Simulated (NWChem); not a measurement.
System: SiH2, triplet; SMILES [SiH2]

In the optimisation the excess spin sits in a1 and b2 (C2v, its own frame).

### Question
Give the equilibrium geometry at PBE0/def2-SVP, spin-unrestricted (NWChem) as a Z-matrix, with the point group.

### Answer
point group C2v; any orientation.
```
Si
H 1 1.4937
H 1 1.4937 2 119.04
```
